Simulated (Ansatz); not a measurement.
A basis-limit estimate, worked out

An elementary step of CH7FSi, singlet (CH₅FSi ([CH3][SiH2][F]) + H₂ → CH₆Si ([CH3][SiH3]) + HF; bonds formed: Si1–H7, F2–H6; bonds broken: Si1–F2, H6–H7). “Start” is the structure reached by relaxing down from the saddle towards the reactants; PBE0-D4/def2-TZVP structures. The saddle:

Si1  (-0.372, 0.067, -0.568)
F2  (1.483, 0.661, -0.867)
H3  (-0.283, -0.632, -1.868)
H4  (-1.838, 0.361, -0.436)
C5  (0.092, -0.811, 1.000)
H6  (0.658, 1.534, -0.705)
H7  (-0.262, 1.769, -0.543)
H8  (0.114, -0.103, 1.832)
H9  (-0.663, -1.567, 1.232)
H10  (1.073, -1.279, 0.924)
(Å)

Program: Ansatz 0.2.0. Basis: def2-TZVPP and def2-QZVPP. Cores are frozen in the correlated methods.

Energies in eV:

| quantity | saddle | start |
| --- | --- | --- |
| Hartree–Fock, triple zeta (X = 3) | -11709.31614 | -11712.64547 |
| Hartree–Fock, quadruple zeta (X = 4) | -11709.76089 | -11713.10331 |
| MP2 correlation, X = 3 | -16.74276 | -16.05333 |
| MP2 correlation, X = 4 | -18.03863 | -17.33318 |
| CCSD(T) correlation, X = 3 | -18.28617 | -17.61372 |

Q: Work out the barrier at the basis limit: extrapolate Hartree–Fock as E(X) = E∞ + A exp(−7.88 √X) and the MP2 correlation as E(X) = E∞ + B X^−2.97 (the exponents that Neese and Valeev fitted for def2-TZVPP and QZVPP), then add CCSD(T) − MP2 in triple zeta.

A: Each step is linear, so take the differences first (saddle − start): Hartree–Fock 3.32933 (X = 3) and 3.34242 (X = 4); MP2 correlation -0.68943 and -0.70545; CCSD(T) correlation -0.67245.
Two points give E∞ = E(4) + w [E(4) − E(3)], with w = 1/(exp(7.88 (2 − √3)) − 1) = 0.1377 for Hartree–Fock and w = 1/((4/3)^2.97 − 1) = 0.7407 for the correlation.
Hartree–Fock: 3.34242 + 0.1377 × 0.01309 = 3.3442 eV.
MP2 correlation: -0.70545 + 0.7407 × (-0.01602) = -0.7173 eV.
CCSD(T) − MP2: -0.67245 − (-0.68943) = 0.0170 eV.
Sum: 3.3442 + (-0.7173) + 0.0170 = 2.6439 eV, or 60.97 kcal/mol. Plain CCSD(T) in triple zeta gives 2.6569 eV, so the larger basis shifts the result by -0.0130 eV.

T1 diagnostic: at most 0.013.

Labels in which every atom is bracketed show which atoms are joined, not bond orders.

For scale, one of the runs: CCSD(T)/def2-TZVPP, 202 basis functions, launched by `ansatz run in.yaml --threads 2 --pin off --events-out ev --progress --plain --max-ram 4352MiB`. Time: 51 s of wall clock on 2 CPU threads; the host was shared. Peak host memory: 2.5 GiB.
